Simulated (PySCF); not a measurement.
Compound: HOCN.
Bonds: N1–C2 (triple), C2–O3. Hydrogens: H4 on O3.

The same species was optimised twice, with GFN2-xTB and with PBE0-D3(BJ)/def2-SVP (PySCF), and the same property calculations (PySCF, gas phase) were run on both structures.

```
  coordinate  GFN2-xTB  PBE0-D3(BJ)/def2-SVP  change
   N1≡C2 (Å)     1.142                 1.160  +0.018
   C2–O3 (Å)     1.276                 1.289  +0.013
   O3–H4 (Å)     0.965                 0.968  +0.003
C2–O3–H4 (°)     113.3                 110.4    -2.9
N1–C2–O3 (°)     177.2                 177.2     0.0
```

Rotational constants: A = 709707, B = 10916, C = 10750 MHz (GFN2-xTB) against A = 672087, B = 10679, C = 10512 MHz (PBE0-D3(BJ)/def2-SVP). Point groups within 0.08 Å: Cs and Cs.

On the GFN2-xTB structure: HOMO (eV) -9.01 [PBE0/pcSseg-1]; LUMO (eV) -0.15 [PBE0/pcSseg-1]; dipole (D) 4.10 [PBE0/pcSseg-1]; GIAO shielding of N1 (ppm) 76.4 [PBE0/pcSseg-1]; GIAO shielding of C2 (ppm) 71.5 [PBE0/pcSseg-1]; GIAO shielding of O3 (ppm) 295.8 [PBE0/pcSseg-1].

Question: What do these properties become on the PBE0-D3(BJ)/def2-SVP structure?

Answer: 
```tsv
property	level	on GFN2-xTB	on PBE0-D3(BJ)/def2-SVP	change
HOMO (eV)	PBE0/pcSseg-1	-9.01	-8.99	+0.02
LUMO (eV)	PBE0/pcSseg-1	-0.15	-0.18	-0.03
dipole (D)	PBE0/pcSseg-1	4.10	4.02	-0.08
energy, GFN2-xTB geometry as zero (kcal/mol)	PBE0/pcSseg-1	0.0	-0.5	-0.5
GIAO shielding of N1 (ppm)	PBE0/pcSseg-1	76.4	68.9	-7.5
GIAO shielding of C2 (ppm)	PBE0/pcSseg-1	71.5	68.6	-2.9
GIAO shielding of O3 (ppm)	PBE0/pcSseg-1	295.8	285.9	-9.9
```

The heavy atoms differ by 0.013 Å rms after alignment. Among all bonds N1≡C2 changes most (+0.018 Å). Changes are differences of the printed values. Neither structure is proved a minimum here.
